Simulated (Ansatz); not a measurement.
Cubic perovskite KTaO₃ was calculated with BLYP (Ansatz, a first-principles code, PAW).

Run with plane-wave cutoff 520 eV, 8×8×8 k mesh, Fermi–Dirac smearing 0.01 eV, scalar-relativistic PAW data made under PBE.

Equation-of-state points:

```tsv
V (Å³/atom)	E − E_lowest (meV/atom)
12.552	29.86
12.819	12.77
13.086	3.07
13.354	0.00
13.621	2.87
13.888	11.07
14.155	24.03
```

### Question
Estimate the bulk modulus and its pressure derivative from these points.

### Answer
V0 = 13.353 Å³/atom, B0 = 178 GPa, B′ = 4.5 (fit to the energies at full precision).

Measured, for comparison: bulk modulus 220 GPa (temperature not stated, not corrected to a static lattice; as tabulated in Tinte et al. (1998), arXiv:cond-mat/9809379). Computed (rounded) less measured: bulk modulus -19 %.

Spin–orbit coupling is not included.

Static lattice: no zero-point or thermal effects.
